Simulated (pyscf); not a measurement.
Optimised with ωB97X-D3(BJ)/def2-SVP in PySCF. Correlated levels are frozen-core, on RHF or UHF. ΔMP2 is the change of the MP2 total energy from the triple- to the quadruple-zeta basis.

Question: Estimate by transition-state theory (the high-pressure limit) the rate constant of acetonitrile (H₃C–C≡N) + H atom (H•) → H₃C–C•=NH (doublet surface; none broken, H–N formed) at 1200 K, with CCSD(T)/def2-TZVPP + ΔMP2(QZVPP) energies (ideal gas, 1 atm, RRHO with modes under 100 cm⁻¹ raised to 100, one conformer, R ln 2 for rigid chiral ones; no tunnelling).

Answer: The electronic barrier is 9.3 kcal/mol and the thermal terms add +23.2, so ΔG‡ = 32.5 kcal/mol. With k_BT/h = 2.50e+13 s⁻¹ and RT = 2.385 kcal/mol, and a volume of 1.64e-19 cm³ per molecule at 1 atm, k = 5.0e-12 cm³ molecule⁻¹ s⁻¹. The product is born with the 25 kcal/mol of the reverse barrier and needs collisions to keep. Wigner's tunnelling factor for 1243i cm⁻¹ would be 1.09. A shift of 1 kcal/mol in the barrier changes k by a factor 1.5. This is the saddle that the search found; another between the same sides may lie lower. The CCSD(T) − MP2 part came from Ansatz, without density fitting, on the same reference. A UHF reference is spin-contaminated (<S²> up to 0.89), which harms MP2 most.
